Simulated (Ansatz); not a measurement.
`C[SiH]` + CH₃SH → `CS[SiH]` + CH₄  (ligand exchange at the Si–C bond)

Calculated with Ansatz (gas phase, PBE0-D4/def2-TZVP geometries, no zero-point term in ΔE). CCSD(T)/CBS is the MP2 limit (def2-TZVPP, def2-QZVPP) plus CCSD(T) − MP2 in def2-TZVPP, frozen cores. This one scheme is used for every species. DFT in def2-TZVPP.

`C[SiH]`:

Z-matrix (Å, degrees):
```
C
Si 1 1.892
H 1 1.098 2 109.5
H 1 1.098 2 109.7 3 -115.3
H 1 1.091 2 113.8 3 122.2
H 2 1.531 1 94.2 3 58.0
```

CH₃SH:

Z-matrix (Å, degrees):
```
C
S 1 1.806
H 1 1.089 2 111.5
H 1 1.089 2 111.5 3 -123.8
H 1 1.090 2 106.2 3 118.1
H 2 1.342 1 97.1 3 61.9
```

`CS[SiH]`:

Z-matrix (Å, degrees):
```
C
S 1 1.812
H 1 1.090 2 110.6
H 1 1.090 2 108.9 3 -120.6
H 1 1.090 2 108.9 3 120.6
Si 2 2.094 1 103.9 3 -0.0
H 6 1.525 2 89.2 1 -180.0
```

CH₄:

Cartesian coordinates in Å:
```
C 0.000 0.000 0.000
H 0.104 -0.822 0.708
H -0.647 0.767 0.426
H -0.438 -0.372 -0.926
H 0.981 0.427 -0.208
```

```
             level  ΔE (kcal/mol)  difference from CCSD(T)/CBS
            PBE-D4          -37.2                         -2.9
         r2SCAN-D4          -37.2                         -2.9
      CAM-B3LYP-D4          -33.6                          0.7
          PBE-QIDH          -35.0                         -0.7
              BLYP          -35.4                         -1.1
           r2SCANh          -36.5                         -2.2
           r2SCAN0          -35.8                         -1.5
         CAM-B3LYP          -33.0                          1.3
RPA@PBE/def2-TZVPP          -32.0                          2.3
  CCSD(T)/def2-SVP          -33.3                          1.0
    MP2/def2-TZVPP          -35.3                         -1.0
   CCSD/def2-TZVPP          -32.0                          2.3
     HF/def2-QZVPP          -30.3                          4.0
      HF/CBS(def2)          -30.3                          4.0
     MP2/CBS(def2)          -36.2                         -1.9
    CCSD/CBS(def2)          -32.9                          1.4
       CCSD(T)/CBS          -34.3                            0
```

Largest T1 diagnostic among the species: 0.016.

In def2-TZVPP, CCSD(T) changes the Hartree–Fock value by −2.9 kcal/mol (the triples alone add −1.4 kcal/mol) and MP2 by −4.8 kcal/mol. From PBE to PBE0 (25 % exact exchange), in def2-TZVPP and without D4, ΔE moves by +1.4 kcal/mol. The D4 term adds −1.0 kcal/mol with B3LYP and −0.5 kcal/mol with PBE0; it sums over pairs of atoms, weighted by their polarisabilities, and B3LYP, whose exchange is more repulsive, gets the larger term.

B3LYP here is the variant with VWN-RPA as its local correlation; programs differ in this.
